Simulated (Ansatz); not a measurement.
The first iterations of a band of BH₄OSi (7 atoms, charge 0, multiplicity 2).

Theory: UKS PBE0/def2-SVP (Ansatz).

- movable images: 3
- climbing image: no
- spring: 5.0 eV/Å²
- optimiser: quadratic models (default)
- start path: IDPP
- force threshold: 0.05 eV/Å
- iteration limit: 60
- end points: relaxed

Initial state:

```xyz
7
Properties=species:S:1:pos:R:3
B -1.541 -0.433 -0.641
Si 0.188 0.213 0.063
O 1.120 -1.069 0.591
H -2.562 -0.022 -1.127
H 0.893 0.975 -1.024
H -0.080 1.176 1.187
H 1.982 -0.839 0.952
```

Final state:

```xyz
7
Properties=species:S:1:pos:R:3
B -1.432 -0.454 -0.355
Si 0.326 0.392 -0.037
O 1.520 -0.701 0.378
H -2.544 -0.319 -0.790
H 0.881 1.145 -1.199
H 0.021 1.367 1.069
H 1.227 -1.429 0.935
```

| iteration | highest image above the first end (eV) | largest band force component (eV/Å) |
| --- | --- | --- |
| 1 | 0.145 | 0.506 |
| 2 | 0.089 | 0.372 |

Q: Does the band converge within its limit, and where does its top end?

A: The run converged. It ended after 7 iterations with the highest image 0.029 eV above the first end. No image climbed, so the highest image needn't sit at the top of the path. So few images can step over the top or miss a turn of the path.

Run time: 75 s on 1 CPU thread of a shared host.
